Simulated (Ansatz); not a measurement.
Results of PBE-D4 in Ansatz (plane waves, PAW) for corundum (α-Al2O3).

Numerical settings: plane-wave cutoff 520 eV, 8×8×8 k mesh, Fermi–Dirac smearing 0.01 eV, scalar-relativistic PAW data made under PBE.

Computed at the level's own relaxed cell.

```xyz
10
Lattice="4.5576 -2.3890 -0.0007 4.5576 2.3890 -0.0007 3.3060 0.0000 3.9432" Properties=species:S:1:pos:R:3 pbc="T T T"
Al    10.5844     0.0000     3.3589
Al     4.3738     0.0000     1.3880
Al     1.8368     0.0000     0.5829
Al     8.0474     0.0000     2.5538
O      4.7583    -0.9249     2.9571
O      5.1418     1.6569     1.7485
O      7.6629     0.9249     0.9847
O      6.7948     0.7320     3.7201
O      7.2793    -1.6569     2.1932
O      5.6263    -0.7320     0.2216
```

### Question
List the 32 lowest band energies at Γ above −25 eV (eV, relative to the valence band maximum), grouping those that round alike.

### Answer
At Γ: -19.15, -16.86, -16.59 (×2), -16.28 (×2), -6.84, -5.86, -5.49 (×2), -4.38, -4.27 (×2), -3.27, -2.93, -1.41 (×2), -1.28 (×2), -0.49 (×2), -0.05 (×2), 0.00, 6.09, 9.07, 10.64, 11.46 (×2), 11.61, 12.31 (×2).

Ansatz is a quantum-chemistry and plane-wave program.
